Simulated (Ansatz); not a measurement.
Ideal-gas functions of C2H4F2O, SMILES `FCOCF` at 600 K and 1 bar, from an Ansatz frequency run at PBE0-D4/def2-TZVP.

Molar mass 82.05 g/mol, point group C2 (symmetry number 2), electronic degeneracy 1, moments of inertia 40.897, 174.339, 177.209 u Å². Harmonic wavenumbers (cm⁻¹, unscaled): 67, 162, 307, 552, 600, 1019, 1038, 1063, 1120, 1214, 1218, 1290, 1324, 1428, 1454, 1519, 1530, 3065, 3071, 3148, 3151.

Use S(trans) = R[1.5 ln M + 2.5 ln T − 1.1517]; rotational temperatures θ = 24.2544 K / I; S(rot) = R[ln(√π/σ · √(T³/θAθBθC)) + 1.5]; for each mode x = 1.438777 ν̃/T, S = R[x/(eˣ − 1) − ln(1 − e⁻ˣ)] and H = RT x/(eˣ − 1); 1 cm⁻¹ = 0.0119627 kJ/mol; R = 8.31446 J/(mol·K).

Question: By hand: the entropy, in J/(mol·K).

Answer: Translation 178.4. Rotation: θ = 0.5931, 0.1391, 0.1369 K, giving 109.9. Vibration, mode by mode: 23.53, 16.23, 11.05, 6.56, 5.97, 2.69, 2.59, 2.47, 2.22, 1.86, 1.84, 1.61, 1.51, 1.23, 1.17, 1.04, 1.01, 0.04, 0.04, 0.04, 0.04, in all 84.7. Electronic 0.0. Sum 373.0 J/(mol·K).

Question: By hand: H − E and G − E in kJ/mol, counted from the electronic energy.

Answer: Zero-point energy ½ × 29340 × 0.0119627 = 175.5; thermal vibration 26.3; translation, rotation and pV give 4 RT = 20.0. H − E = 221.8 kJ/mol, and G − E = 221.8 − 600 × 373.0/1000 = -2.0 kJ/mol.

Vibration gives 23 % of the entropy, 23.5 J/(mol·K) of it from the mode under 150 cm⁻¹: soft modes count most, and the harmonic formula is weakest for them. The sum counts one conformer and one mirror image; others add a mixing term.
